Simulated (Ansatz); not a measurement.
Species: C2H6N, charge 0, doublet. C2H6N (SMILES N(C)[CH2], doublet).
B3LYP-D3(BJ)/def2-TZVP minimum from Ansatz (a first-principles code):
```
N
H 1 1.0087
C 1 1.3821 2 114.76
H 3 1.0801 1 117.00 2 33.44
H 3 1.0812 4 119.04 1 -149.23
C 1 1.4488 2 114.11 3 -142.72
H 6 1.0899 1 109.72 2 -45.31
H 6 1.0918 7 108.03 1 118.94
H 6 1.0982 7 108.88 8 116.98
```
Charge 0, spin multiplicity 2.

Property: atomisation energy (electronic, to ground-state atoms), in kcal/mol. UHF or UKS for unpaired electrons; spin-orbit terms are left out. CBS(X,Y): correlation extrapolated as X^-3, Hartree-Fock from the larger set. A bracket is a step between two methods taken in the basis named. Functionals run without relativity, which enters their misses. Double hybrids freeze cores in their MP2 part. 'core' is core correlation in cc-pwCVTZ, 'X2C' scalar relativity in cc-pVTZ-DK, both at CCSD(T). Where a partner has so few electrons that a lower coupled-cluster level is exact, that level stands in.

CCSD(T)/CBS(cc-pVTZ,cc-pVQZ) + [CCSDT(Q) - CCSD(T)]/cc-pVDZ + core + X2C (Ansatz) gives 771.4 kcal/mol.

### Question
How far off this value is PBE/def2-TZVPD (Ansatz), in which direction, and which of these levels come nearer: r2SCAN/def2-TZVPD, B3LYP/def2-TZVPD, PBE0/def2-TZVPD, wB97M-V/def2-TZVPD, B2PLYP/def2-TZVPD, CCSD(T)/CBS(cc-pVTZ,cc-pVQZ) + core + X2C?

### Answer
PBE gives 788.8 kcal/mol, 17.4 kcal/mol above it. Differences of the others: r2SCAN/def2-TZVPD (Ansatz) 0.7; B3LYP/def2-TZVPD (Ansatz) 1.9; PBE0/def2-TZVPD (Ansatz) 3.7; wB97M-V/def2-TZVPD (Ansatz) 2.0; B2PLYP/def2-TZVPD (Ansatz) -8.0; CCSD(T)/CBS(cc-pVTZ,cc-pVQZ) + core + X2C (Ansatz) -0.5 kcal/mol. Nearer than PBE: r2SCAN/def2-TZVPD, B3LYP/def2-TZVPD, PBE0/def2-TZVPD, wB97M-V/def2-TZVPD, B2PLYP/def2-TZVPD, CCSD(T)/CBS(cc-pVTZ,cc-pVQZ) + core + X2C.
